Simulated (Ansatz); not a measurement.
## [NH2]− (SMILES [NH2-]): where methods fail along a bond

[NH2]−: 3 atoms, total charge -1, spin state singlet. SMILES: `[NH2-]`. The coordinates come from a PBE0-D4/def2-TZVPD relaxation.

```xyz
3

N     0.3422   -0.2030    0.1687
H     0.1255    0.8012    0.1560
H    -0.4677   -0.5982   -0.3247
```

The N1–H2 distance is scanned; the parts on either side stay rigid. Basis 3-21G, 1 core orbital frozen in the correlated methods; program Ansatz 0.2.0. FCI is exact within this basis and core. Energies in eV from each method's value at 1.027 Å; methods without a U are spin-restricted. The set has no diffuse functions, which an anion needs. The shape above is that at 1.027 Å.

| distance (Å) | SVWN5 | PBE | BLYP | PBE0 | B2PLYP | CCSD(T) | CCSDT(Q) | FCI |
| --- | --- | --- | --- | --- | --- | --- | --- | --- |
| 1.027 | 0.00 | 0.00 | 0.00 | 0.00 | 0.00 | 0.00 | 0.00 | 0.00 |
| 1.284 | 0.26 | 0.23 | 0.18 | 0.33 | 0.31 | 0.25 | 0.25 | 0.25 |
| 1.541 | 1.10 | 1.01 | 0.90 | 1.20 | 1.14 | 0.99 | 0.99 | 0.99 |
| 2.055 | 2.60 | 2.39 | 2.17 | 2.74 | 2.60 | 2.29 | 2.32 | 2.32 |
| 2.568 | 3.49 | 3.19 | 2.90 | 3.68 | 3.48 | 3.01 | 3.19 | 3.18 |

Departure from the FCI curve at its largest: SVWN5 +0.31 eV at 2.57 Å; PBE +0.08 eV at 2.06 Å; BLYP -0.28 eV at 2.57 Å; PBE0 +0.49 eV at 2.57 Å; B2PLYP +0.29 eV at 2.57 Å; CCSD(T) -0.17 eV at 2.57 Å; CCSDT(Q) +0.01 eV at 2.57 Å. For the functionals part of the departure is owed to the small basis.
